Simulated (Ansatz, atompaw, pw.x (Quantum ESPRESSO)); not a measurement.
## From atom to crystal: PAW (atompaw) potential for Al

```
Element                 : Al
Generator               : atompaw 4.2.0.5
Type                    : PAW
Functional              : PBE
Relativity              : scalar-relativistic
Frozen core             : [Ne]
Valence charge          : 3
Reference configuration : 3s2 3p1
Partial waves           : 3s (bound): rc 1.68 bohr; 3s channel at 0.2 Ry: rc 1.68 bohr; 3p (bound): rc 1.64 bohr; 3p channel at 1.75 Ry: rc 1.64 bohr; 3d channel at 0.25 Ry: rc 1.68 bohr; 3d channel at 1.7 Ry: rc 1.68 bohr
Local potential         : bessel scheme, radius 1.46 bohr
Core correction         : smooth core density matched at 1.54 bohr
Augmentation charge     : sinc compensation charge, radius 1.38 bohr; PAW radius 1.68 bohr; waves and projectors: custom polynom gramschmidtortho
```

Crystal test: fcc Al in pw.x 7.5, no spin, 14³ k-points, Fermi–Dirac smearing 0.01 Ry, cutoffs 40/400 Ry. The reference is all-electron LAPW (Ansatz 0.2.0) with the same functional, mesh and smearing; V0 and B0 come from Birch–Murnaghan fits to the pressures at five volumes. Errors are pseudo minus all-electron; Δ is the rms difference of the E(V) curves that follow from these fits, minima aligned, over ±6 % about the mean V0. Mesh and smearing are coarse, so the numbers serve the comparison and aren't converged zero-temperature values; the lattice is a test structure that the element need not adopt.

All-electron: a0 = 4.040 Å (V0 = 16.49 Å³/atom), B0 = 76.6 GPa.

Problem. How far does the potential miss the all-electron equation of state?

Solution. mean pressure error (GPa): -0.12; a0 (Å): 4.038; a0 error (%): -0.05; B0 error (%): +0.9; Δ (meV/atom): 0.4.

```csv
V (Å³/atom),P all-electron (GPa),P pseudo (GPa)
15.701,4.22,4.11
16.114,1.87,1.75
16.527,-0.17,-0.30
16.940,-1.94,-2.06
17.353,-3.46,-3.59
```

Problem. At the middle volume, how do free energy and pressure move when the wave cutoff is lowered (ecutrho held at 400 Ry)?

Solution.

```
cutoff (Ry)  shift of F (meV/atom)  shift of P (GPa)
         18                  +22.0             -0.75
         24                   +3.2             -0.13
         32                   +0.6             -0.01
```

The run at the middle volume (104 k-points, 6 iterations) took about 8.9 s on one core of a shared host (AMD EPYC 7R43 64-Core Processor, 256 threads, 1004 GiB, load 78).
